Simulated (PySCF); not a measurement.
These 3 structures share the formula C2H6O3S. Theory: PBE0-D3(BJ)/def2-SVP geometry optimisation, gas phase in PySCF 2.14.0. Energies are electronic, without zero-point or thermal terms, for one conformer each. No frequencies were run at this level. Point groups hold within 0.08 Å.

Problem. Order them by energy at this level, lowest first, and give relative energies in kcal/mol.
A. `[CH3:1][O:2][S:3]([CH3:4])(=[O:5])=[O:6]` with C1–O2–S3–C4 -175°
B. `[CH3:1][CH2:2][S:3](=[O:4])(=[O:5])[OH:6]` with C1–C2–S3–O4 -46°, C2–S3–O6–H 111°
C. `[CH3:1][O:2][S:3](=[O:4])[O:5][CH3:6]` with C1–O2–S3–O4 61°, O2–S3–O5–C6 -171°

Solution. B (0.0), A (10.6), C (16.6).

As drawn, the lowest has an O–H bond, which the highest lacks.

| SMILES | E (Eh) | E rel (kcal/mol) | dipole (D) | point group | A, B, C (MHz) |
| --- | --- | --- | --- | --- | --- |
| CCS(=O)(=O)O | -702.81004 | 0.0 | 3.77 | C1 | 4521, 2425, 2424 |
| COS(C)(=O)=O | -702.79316 | 10.6 | 2.93 | near Cs | 4470, 2584, 2513 |
| COS(=O)OC | -702.78360 | 16.6 | 1.45 | Cs | 6970, 2021, 1697 |

Problem. How do the relative energies change in single points at PBE0/pcSseg-1 (no added dispersion term) on the same geometries?

Solution. 
| SMILES | PBE0-D3(BJ)/def2-SVP (kcal/mol) | PBE0/pcSseg-1 (kcal/mol) | shift |
| --- | --- | --- | --- |
| CCS(=O)(=O)O | 0.0 | 0.0 | 0.0 |
| COS(C)(=O)=O | 10.6 | 10.0 | -0.6 |
| COS(=O)OC | 16.6 | 15.8 | -0.8 |

Each column counts from its own lowest isomer. The order is unchanged; the largest shift is 0.8 kcal/mol.
